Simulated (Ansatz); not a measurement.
Ansatz (a first-principles code) input (PBE/3-21G): The .json file is the Basis Set Exchange's 3-21G.

Ansatz 0.2 input:
```yaml
crystal:
  periodic: [false, false, false]
  atoms:
    - {symbol: C, position_ang: [1.17148061, -0.30103000, -0.02185938]}
    - {symbol: C, position_ang: [0.00707414, 0.65997832, -0.12802736]}
    - {symbol: N, position_ang: [-1.27918118, -0.05648449, 0.03431982]}
    - {symbol: H, position_ang: [2.13081144, 0.22925184, 0.07838298]}
    - {symbol: H, position_ang: [1.10795195, -1.02382691, 0.85462919]}
    - {symbol: H, position_ang: [1.26619138, -0.95524367, -0.90428970]}
    - {symbol: H, position_ang: [0.08038441, 1.35802371, 0.72559417]}
    - {symbol: H, position_ang: [-1.20429109, -0.82735961, 0.73657031]}
    - {symbol: H, position_ang: [-1.49810838, -0.53914382, -0.83180536]}
basis:
  gaussian:
    orbitals: 3-21G.json
hamiltonian:
  xc: {name: PBE}
total_charge: -1
output: {forces: true}
```

From the last part of the output:

```
WARN ansatz: RAYON_NUM_THREADS=1 ignored (pool sized by the plan → 1); use --threads N
Functional definition: PBE
integrals: 0.01 GiB planned
509 factors; integrals over basis functions are off by at most 9.4e-4 eV
mean field: 0.07 GiB planned
mean field evaluation 1: about -3630.9102 eV, gradient 3.0e1 eV
mean field evaluation 2: about -3624.1687 eV, gradient 5.4e1 eV
mean field evaluation 4: about -3633.3882 eV, gradient 2.9e0 eV
mean field evaluation 8: about -3633.3724 eV, gradient 3.7e-1 eV
mean field evaluation 16: about -3633.3727 eV, gradient 1.8e-5 eV
mean field -3633.37274106 eV, -133.5239854455 hartree, gradient 1.8e-5 eV, S^2 0.000000; 0 other end points of the search recorded, 0 dependent functions left out
the calculation of the forces begins
reference -3633.37275777 eV, -133.5239860595 hartree; 13, 13 occupied and 26, 26 virtual orbitals, 509 factors
Total energy: -3633.37275777 eV, -133.5239860595 hartree
Atom 0 at     1.171481    -0.301030    -0.021859 Å, force    -0.390098     0.373621     0.085416 eV/Å
Atom 1 at     0.007074     0.659978    -0.128027 Å, force     0.200556     0.419124    -0.685477 eV/Å
Atom 2 at    -1.279181    -0.056484     0.034320 Å, force    -0.218436     1.088768     0.210189 eV/Å
Atom 3 at     2.130811     0.229252     0.078383 Å, force     0.435457     0.212713     0.051415 eV/Å
Atom 4 at     1.107952    -1.023827     0.854629 Å, force     0.077571    -0.555873     0.468296 eV/Å
Atom 5 at     1.266191    -0.955244    -0.904290 Å, force     0.050729    -0.378302    -0.458354 eV/Å
Atom 6 at     0.080384     1.358024     0.725594 Å, force     0.083943     0.397231     0.424248 eV/Å
Atom 7 at    -1.204291    -0.827360     0.736570 Å, force     0.015636    -1.015513     0.894545 eV/Å
Atom 8 at    -1.498108    -0.539144    -0.831805 Å, force    -0.255357    -0.541768    -0.990279 eV/Å
Dipole moment:     0.093271    -0.548704     0.072935 e Å
```

The dipole moment of an ion depends on the origin.
